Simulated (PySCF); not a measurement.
C5H7F.
Numbering: `[CH2:1]=[C:2]=[CH:3][C@@H:4]([CH3:5])[F:6]` (hydrogens: H7, H8 on C1; H9 on C3; H10 on C4; H11, H12, H13 on C5)

Method: PBE0-D3(BJ)/def2-SVP geometry optimisation, gas phase in PySCF; density fitting, grid level 1; the optimiser is geomeTRIC in internal coordinates, started from a GFN2-xTB structure with every atom displaced at random (about 0.01 Å).

At the end of the run (lengths in Å): C1–H8 1.095, C3–C4 1.502, C4–C5 1.513, C5–H13 1.100, C4–H10 1.103, C5–H12 1.100, C4–F6 1.385, C1–C2–C3 179.3°, C2–C3–C4 124.0°, C5–C4–F6 108.2°, C3–C4–C5 112.7°, C2–C3–C4–C5 120°, H9–C3–C4–C5 -60°.

Question: These geometries were met on the way; a selection of coordinates is given. Order them by energy above the end point, lowest first.
A. C1–H8 1.097, C3–C4 1.508, C4–C5 1.510, C5–H13 1.101, C4–H10 1.104, C5–H12 1.100, C4–F6 1.385, C1–C2–C3 174.8°, C2–C3–C4 125.3°, C5–C4–F6 108.3°, C3–C4–C5 112.7°, C2–C3–C4–C5 120°, H9–C3–C4–C5 -59°
B. C1–H8 1.093, C3–C4 1.501, C4–C5 1.514, C5–H13 1.098, C4–H10 1.102, C5–H12 1.099, C4–F6 1.384, C1–C2–C3 178.5°, C2–C3–C4 123.8°, C5–C4–F6 108.2°, C3–C4–C5 112.7°, C2–C3–C4–C5 120°, H9–C3–C4–C5 -60°
C. C1–H8 1.047, C3–C4 1.461, C4–C5 1.554, C5–H13 1.062, C4–H10 1.073, C5–H12 1.071, C4–F6 1.407, C1–C2–C3 178.3°, C2–C3–C4 122.9°, C5–C4–F6 106.5°, C3–C4–C5 111.4°, C2–C3–C4–C5 117°, H9–C3–C4–C5 -64°
D. C1–H8 1.108, C3–C4 1.513, C4–C5 1.509, C5–H13 1.108, C4–H10 1.111, C5–H12 1.105, C4–F6 1.380, C1–C2–C3 172.3°, C2–C3–C4 122.0°, C5–C4–F6 109.3°, C3–C4–C5 113.3°, C2–C3–C4–C5 121°, H9–C3–C4–C5 -59°

Answer: B (0.001 eV), A (0.012 eV), D (0.036 eV), C (0.179 eV).

```json
{"step": "4", "E above end (eV)": "0.001", "rms distance from the end, all atoms (Å)": "0.012", "largest force (eV/Å)": "0.080", "rms shift of all bonds from the end (Å)": "0.001"}
{"step": "2", "E above end (eV)": "0.012", "rms distance from the end, all atoms (Å)": "0.030", "largest force (eV/Å)": "0.442", "rms shift of all bonds from the end (Å)": "0.002"}
{"step": "1", "E above end (eV)": "0.036", "rms distance from the end, all atoms (Å)": "0.076", "largest force (eV/Å)": "0.799", "rms shift of all bonds from the end (Å)": "0.006"}
{"step": "0", "E above end (eV)": "0.179", "rms distance from the end, all atoms (Å)": "0.057", "largest force (eV/Å)": "2.729", "rms shift of all bonds from the end (Å)": "0.029"}
```

Rows stand in the order of the answer.
